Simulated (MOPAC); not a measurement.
MOPAC input (MNDO):

```
MNDO PRECISE GNORM=0.05 LET XYZ GEO-OK AUX(PRECISION=9) THREADS=1
CH4O

C    -0.05249934 1    0.66361634 1   -0.00082491 1
O    -0.03987542 1   -0.75703536 1    0.00178984 1
H    -1.09784462 1    0.96908472 1    0.00748358 1
H     0.87401456 1   -1.05773522 1   -0.00540936 1
H     0.43649641 1    1.08332517 1    0.88540014 1
H     0.42133308 1    1.07991017 1   -0.89684359 1
```

From the last part of the output:

```
                                                       MOPAC v23.2.5 Linux

          FINAL HEAT OF FORMATION =        -57.38001 KCAL/MOL =    -240.07795 KJ/MOL

          COSMO AREA              =         65.89 SQUARE ANGSTROMS
          COSMO VOLUME            =         47.05 CUBIC ANGSTROMS

          GRADIENT NORM           =          0.01275          =       0.00520 PER ATOM
          IONIZATION POTENTIAL    =         11.415207 EV
          HOMO LUMO ENERGIES (EV) =        -11.415  3.790
          NO. OF FILLED LEVELS    =          7
          MOLECULAR WEIGHT        =         32.0420         POINT GROUP:  Cs

          MOLECULAR DIMENSIONS (Angstroms)

            Atom       Atom       Distance
            H     4    H     3     2.84802
            O     2    H     6     1.84456
            H     5    H     6     1.57333

          SCF CALCULATIONS        =         18

   ATOM   CHEMICAL          X               Y               Z
  NUMBER   SYMBOL      (ANGSTROMS)     (ANGSTROMS)     (ANGSTROMS)

     1       C         -0.06091467  *   0.64794961  *  -0.00072231  *
     2       O         -0.02577295  *  -0.74231934  *   0.00164409  *
     3       H         -1.12920803  *   0.96706084  *   0.00775251  *
     4       H          0.86286206  *  -1.06830028  *  -0.00529966  *
     5       H          0.44427319  *   1.08736140  *   0.89595480  *
     6       H          0.42893527  *   1.08391386  *  -0.90755036  *

                             CARTESIAN COORDINATES

   1    C       -0.060914668     0.647949612    -0.000722311
   2    O       -0.025772948    -0.742319342     0.001644092
   3    H       -1.129208028     0.967060837     0.007752507
   4    H        0.862862060    -1.068300283    -0.005299663
   5    H        0.444273189     1.087361401     0.895954799
   6    H        0.428935269     1.083913856    -0.907550362

           Empirical Formula: C H4 O  =     6 atoms

      MOLECULAR POINT GROUP   :   Cs

                  EIGENVALUES
 -41.93321 -27.81285 -18.66558 -15.39918 -15.31481 -12.81845 -11.41521   3.79008
   3.93580   4.69930   5.00691   6.75564

              NET ATOMIC CHARGES AND DIPOLE CONTRIBUTIONS

  ATOM NO.   TYPE          CHARGE      No. of ELECS.   s-Pop       p-Pop
    1          C           0.192804        3.8072     1.22133     2.58586
    2          O          -0.329124        6.3291     1.81752     4.51160
    3          H           0.016066        0.9839     0.98393
    4          H           0.180347        0.8197     0.81965
    5          H          -0.030046        1.0300     1.03005
    6          H          -0.030047        1.0300     1.03005
 DIPOLE           X         Y         Z       TOTAL
 POINT-CHG.     0.519     0.609    -0.006     0.800
 HYBRID         0.719     0.201    -0.007     0.746
 SUM            1.237     0.811    -0.012     1.479

          ATOMIC ORBITAL ELECTRON POPULATIONS

     Atom    s        px        py        pz
    1  C   1.22133   0.92224   0.77535   0.88827
    2  O   1.81752   1.32325   1.22445   1.96390
    3  H   0.98393
    4  H   0.81965
    5  H   1.03005
    6  H   1.03005

 **********************
 *                    *
 * JOB ENDED NORMALLY *
 *                    *
 **********************

 == MOPAC DONE ==
```
